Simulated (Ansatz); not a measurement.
hcp Sc

Calculation: PBE-D3(BJ) (Ansatz, an electronic-structure program, PAW).

Run with plane-wave cutoff 500 eV, 30×30×14 k mesh (along the axes of the cell as run), Fermi–Dirac smearing 0.1 eV, scalar-relativistic PAW data made under PBE.

Cell (relaxed at this level):

```cif
data_Sc2
_chemical_formula_sum 'Sc2'
_space_group_name_H-M_alt 'P 1'
_space_group_IT_number 1
_cell_length_a 3.26663
_cell_length_b 3.26663
_cell_length_c 5.09508
_cell_angle_alpha 90.000
_cell_angle_beta 90.000
_cell_angle_gamma 120.000
loop_
_space_group_symop_operation_xyz
  'x, y, z'
loop_
_atom_site_label
_atom_site_type_symbol
_atom_site_fract_x
_atom_site_fract_y
_atom_site_fract_z
_atom_site_occupancy
Sc1 Sc 0.33333 0.66667 0.25000 1
Sc2 Sc 0.66667 0.33333 0.75000 1
```

```yaml
volume_per_atom: 23.54 Å³/atom
lattice_constant_a: 3.267 Å
c axis length: 5.095 Å
```

Measured, for comparison: lattice constant a 3.309 Å, lattice parameter c 5.268 Å (293 K, not corrected to a static lattice; as tabulated in Wikipedia's data pages). Computed (rounded) less measured: lattice constant a -1.3 %, lattice parameter c -3.3 %. A static lattice is as a rule a little smaller and stiffer than an uncorrected measurement, which narrows the difference in the lattice constant a and would widen misses of the other sign.

It cost about 2.8 core-minutes (a rough figure) of CPU time.
